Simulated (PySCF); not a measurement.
**[NO3]− (nitrate) at CCSD(T)/aug-cc-pVDZ**

What is the energy change on altering one bond length of [NO3]− (nitrate) at CCSD(T)/aug-cc-pVDZ? Input form: a Python script.

Program for the calculation: PySCF 2.14.0.

1 further run of the same task is left out (set aside as unsound or not needed).

### 1 The structure to begin with

The species is [NO3]− (4 atoms), meant as a singlet with charge -1. SMILES: `O=[N+]([O-])[O-]`. Geometry: relaxed at PBE0-D4/def2-TZVPD.

Bond lengths: O1–N2 1.247 Å, N2–O3 1.247 Å, N2–O4 1.247 Å. Angles: O1–N2–O3 120.0°, O1–N2–O4 120.0°, O3–N2–O4 120.0°.

### 2 The energy at CCSD(T)/aug-cc-pVDZ

File job.py:

```python
# nitrate
from pyscf import gto, scf, cc

mol = gto.Mole()
mol.atom = '''
O      0.560342     0.990292     2.062693
N      0.000000     0.000000     0.000000
O      0.889003    -2.103945    -0.576593
O     -1.449325     1.113672    -1.486118
'''
mol.basis = 'aug-cc-pvdz'
mol.charge = -1
mol.max_memory = 1860
mol.verbose = 3
mol.unit = 'bohr'
mol.build()

mf = scf.RHF(mol)
mf.conv_tol = 1e-10
mf.kernel()
if not mf.converged:
    mf = mf.newton().run(mf.mo_coeff, mf.mo_occ)

mycc = cc.CCSD(mf, frozen=4)
mycc.kernel()
e_t = mycc.ccsd_t()
e_final = mycc.e_tot + e_t
print('E = %.10f Eh' % e_final)
```

Started as:

```
$ OMP_NUM_THREADS=1 python job.py
```

The log of the run:

```text
converged SCF energy = -278.975741452373
E(CCSD) = -279.7504496227039  E_corr = -0.774708170331293
CCSD(T) correction = -0.0338020851891364
E = -279.7842517079 Eh
```

Wall time 41 s (1 thread of Arm Neoverse V2, shared host); peak memory 0.53 GiB.

### 3 The distorted shape

File job.py:

```python
from pyscf import gto, cc

system = gto.M(
    atom=[
    ('O', (0.910107, 0.052555, 1.720694)),
    ('N', (0.613587, -0.471485, 0.629164)),
    ('O', (1.084027, -1.584845, 0.324044)),
    ('O', (-0.766950, 0.589330, -0.786420)),
],
    max_memory=1860,
    verbose=3,
    charge=-1,
    basis='aug-cc-pvdz',
)

mf = system.RHF()
mf.conv_tol = 1e-10
mf.kernel()
if not mf.converged:
    mf = mf.newton().run(mf.mo_coeff, mf.mo_occ)

mycc = cc.CCSD(mf, frozen=4)
mycc.kernel()
e_t = mycc.ccsd_t()
e_final = mycc.e_tot + e_t
print('E = %.10f Eh' % e_final)
```

Started as:

```
$ OMP_NUM_THREADS=1 python job.py
```

The log of the run:

```text
converged SCF energy = -278.828602030028
E(CCSD) = -279.6113223457548  E_corr = -0.7827203157270839
CCSD(T) correction = -0.0533449918401043
E = -279.6646673376 Eh
```

Wall time 56 s (1 thread of Arm Neoverse V2, shared host); peak memory 0.55 GiB.

### 4 Results

At CCSD(T)/aug-cc-pVDZ, 4 core orbitals frozen:

```
                                                              quantity          value
                                             first shape: total energy  -279.78425 Eh
                      first shape: HOMO energy (Hartree–Fock orbitals)       -6.14 eV
                      first shape: LUMO energy (Hartree–Fock orbitals)        6.85 eV
    first shape: HOMO–LUMO gap (to an unbound level, set by the basis)       12.99 eV
              first shape: correlation energy (4 core orbitals frozen)     -808.5 mEh
                                           first shape: (T) correction     -33.80 mEh
                                            first shape: T1 diagnostic          0.021
                                         distorted shape: total energy  -279.66467 Eh
                  distorted shape: HOMO energy (Hartree–Fock orbitals)       -5.15 eV
                  distorted shape: LUMO energy (Hartree–Fock orbitals)        5.45 eV
distorted shape: HOMO–LUMO gap (to an unbound level, set by the basis)       10.61 eV
          distorted shape: correlation energy (4 core orbitals frozen)     -836.1 mEh
                                       distorted shape: (T) correction     -53.34 mEh
                                        distorted shape: T1 diagnostic          0.068
     energy change with the N2–O4 bond stretched from 1.247 to 2.244 Å       3.254 eV
```

**Reading.** With the N2–O4 bond stretched from 1.247 to 2.244 Å the energy rises by 3.25 eV (75 kcal/mol). The first shape isn't relaxed at this level, so the change isn't measured from a minimum. The T1 diagnostic (first shape) of 0.021 is above the customary mark for such species, so a single reference may not serve. The triples (first shape) make up 4.2 % of the correlation energy. The T1 diagnostic (distorted shape) of 0.068 is above the customary mark for such species, so a single reference may not serve. Mulliken charges (distorted shape) of the mean-field density run from -0.77 on O1 to +0.75 on N2; in a basis this large or diffuse they mean little. The triples (distorted shape) make up 6.4 % of the correlation energy.
